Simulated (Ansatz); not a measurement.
**Where CCSD(T) holds and where it slips**

Each species is computed at the geometry given (Å), with frozen cores, in Ansatz 0.2.0: RHF-CCSD(T) for singlets, UHF-CCSD(T) otherwise, and full CI in the same basis. The program picks the determinant by trial CCSD, so it needn't be the lowest Hartree–Fock solution. States: H2S A1, CH2 B1, SiH2 B1. Cases whose determinant has another symmetry than full CI's state, or whose (Q) step broke down, weren't drawn.

Problem. Judging by size, spin and bonding, rank them by the size of CCSD(T)'s error in total energy against full CI in the same basis, smallest first (an estimate).
A. H2S, singlet, 6-31G*: S 0.000 0.000 0.054; H 0.000 0.974 -0.865; H 0.000 -0.974 -0.865
B. CH2, triplet, cc-pVDZ: C 0.000 0.000 0.063; H 0.000 0.983 -0.378; H 0.000 -0.983 -0.378
C. SiH2, triplet, 6-31G: Si 0.000 0.000 0.051; H 0.000 1.272 -0.708; H 0.000 -1.272 -0.708

Solution. C (7.1 meV), B (11.2 meV), A (15.5 meV).

```tsv
species	basis	correlated electrons	CCSD(T) − full CI (meV)	CCSDT(Q) − full CI (meV)	unpaired electrons (full CI)	T1	⟨S²⟩ of the determinant
SiH2, triplet	6-31G	6	7.1	0.0	2.02	0.008	2.01
CH2, triplet	cc-pVDZ	6	11.2	-0.8	2.02	0.009	2.02
H2S, singlet	6-31G*	8	15.5	0.7	0.04	0.007	0.00
```

Unpaired electrons are Σ n²(2−n)² over natural occupations; an open shell counts its own unpaired electrons too. Frozen cores follow each run's orbitals, which moves totals by a few meV.
